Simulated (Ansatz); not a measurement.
## HPN⁺, triplet: reading a ladder of total energies

Geometry: that of the HPN, quartet, kept fixed.

```xyz
3

N     0.0000    0.0521    1.2556
P     0.0000   -0.0674   -0.5434
H     0.0000    1.3455   -0.7511
```

Basis cc-pVDZ; Ansatz 0.2.0. Only valence electrons are correlated (noble-gas cores frozen), which leaves 10 electrons in 31 orbitals. R marks a restricted (for open shells ROHF) determinant, U an unrestricted one.

Full CI isn't at hand for all of this; UCCSDTQ serves as the reference, and is uncertain by the last step of the cluster series or more.

UCCSD has a T1 diagnostic of 0.038 and a largest doubles amplitude of 0.05.

The cluster runs stand on a determinant 0.17 eV above the lowest UHF solution, chosen by a search with trial CCSD; the correlation energy below is counted from it.

Runs differ by some tens of microhartree through their thresholds and, for an open shell, their frozen cores, so steps under 0.03 kcal/mol mean nothing.

```tsv
level	total energy (hartree)
UHF determinant under the cluster runs	-395.336205
UMP2	-395.525098
UCCSD	-395.568210
UCCSD(T)	-395.575757
UCCSDT	-395.577589
UCCSDT(Q)	-395.578296
UCCSDTQ	-395.578262
```

**Question.** What is the correlation energy at UCCSDTQ, and what share of it do UMP2 and UCCSD(T) recover?

**Answer.** E(corr) = -395.578262 − (-395.336205) = -0.242057 hartree = -6.587 eV. UMP2: -0.188893 / -0.242057 = 78.04 %. UCCSD(T): -0.239552 / -0.242057 = 98.97 %.

**Question.** By how many kcal/mol does UCCSD(T) miss UCCSDTQ (1 hartree = 627.509 kcal/mol), and which steps make up the rest?

**Answer.** -395.575757 − (-395.578262) = 0.002505 hartree = 1.57 kcal/mol. Steps: UCCSDT − UCCSD(T) = -1.15, UCCSDT(Q) − UCCSDT = -0.44, UCCSDTQ − UCCSDT(Q) = 0.02 kcal/mol. Differences between like states or geometries often cancel part of this.
